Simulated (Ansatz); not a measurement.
## Ansatz (development build ahead of 0.2.0) run

```yaml
crystal:
  periodic: [false, false, false]
  atoms:
    - { symbol: O, position_ang: [0.0, 0.73406, -0.05275] }
    - { symbol: O, position_ang: [0.0, -0.73406, -0.05275] }
    - { symbol: H, position_ang: [0.83955, 0.88075, 0.422] }
    - { symbol: H, position_ang: [-2.51864, -1.17414, 1.3715] }
basis:
  gaussian: { orbitals: pcseg-2 }
magnetization:
  spin_polarized: true
hamiltonian:
  xc: pbe0
```

The input is written out in the form of the current development build from the run's settings.

Output:

| Item | Value |
| --- | --- |
| Converged | yes |
| Total energy | -151.30232 hartree |
| Spin squared of the determinant | 0.997 |
| Stability test | minimum |

Caution: charge can spread falsely over distant fragments; the unrestricted determinant is a mixture of spin states.
